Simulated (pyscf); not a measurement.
HCl + H₃Si–Si:–Cl [singlet] → Cl–Si:–Cl [singlet] + SiH₄ (four-centre exchange; singlet surface; Cl–H, Si–Si broken, Cl–Si, H–Si formed). Single points on ωB97X-D3(BJ)/def2-SVP structures (PySCF, gas phase). Correlated levels are frozen-core, on RHF or UHF. ΔMP2 is the change of the MP2 total energy from the triple- to the quadruple-zeta basis. Energies in kcal/mol from the separated reactants.

| level | barrier | reaction energy |
|---|---|---|
| PBE/def2-TZVP | -5.2 | -34.8 |
| r²SCAN/def2-TZVP | -4.7 | -37.0 |
| M06-2X/def2-TZVP | 1.6 | -37.9 |
| ωB97M-D3(BJ)/def2-TZVP | 2.5 | -38.0 |
| CCSD/def2-TZVPP | 9.8 | -35.0 |
| CCSD(T)/def2-TZVPP | 6.0 | -35.0 |
| CCSD(T)/def2-TZVPP + ΔMP2(QZVPP) | [?] | [?] |

Problem. Some entries are withheld; supply them.

Solution. 
- CCSD(T)/def2-TZVPP + ΔMP2(QZVPP), barrier: 5.0
- CCSD(T)/def2-TZVPP + ΔMP2(QZVPP), reaction energy: -35.2

Of the functionals in the table, ωB97M-D3(BJ) is closest to CCSD(T)/def2-TZVPP + ΔMP2(QZVPP) in the barrier (2.5 kcal/mol apart) and PBE least close (10.2 kcal/mol); that level has limits of its own. On the reactant side the descent ends in a bound adduct, 8.2 kcal/mol under the separated species and 9.2 kcal/mol under the saddle at ωB97X-D3(BJ)/def2-TZVP. At PBE, r²SCAN the saddle lies under the separated reactants, which points to a path from their complex (located at ωB97X-D3(BJ) alone). At the saddle there is also a short H–Si contact that neither side keeps. At ωB97X-D3(BJ) the barrier from the zero used here is 1.0 kcal/mol. This is the saddle that the search found; another between the same sides may lie lower. The CCSD(T) − MP2 part came from Ansatz, without density fitting, on the same reference.
